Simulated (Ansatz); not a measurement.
# bcc W

Calculation: LDA in Ansatz (PAW).

Numerical settings: plane-wave cutoff 500 eV, 32×32×32 k mesh, Fermi–Dirac smearing 0.1 eV, no spin polarisation, scalar-relativistic PAW data made under PBE.

Cell (relaxed at this level):

```
CELL_PARAMETERS angstrom
     -1.56764     1.56764     1.56764
      1.56764    -1.56764     1.56764
      1.56764     1.56764    -1.56764
ATOMIC_POSITIONS crystal
  W  0.00000 0.00000 0.00000
```

| Item | Result |
|---|---|
| equilibrium volume per atom | 15.41 Å³/atom |
| lattice constant a | 3.135 Å |

Measured, for comparison: equilibrium volume per atom 15.78 Å³/atom, lattice constant a 3.16 Å (static lattice: zero-point anharmonic expansion removed; as tabulated in Mejia-Rodriguez and Trickey (2018), arXiv:1807.09216). Computed (rounded) less measured: equilibrium volume per atom -2.3 %, lattice constant a -0.8 %.

Spin–orbit coupling is not included.

Computed values are for the static lattice.

Ansatz is an electronic-structure program.
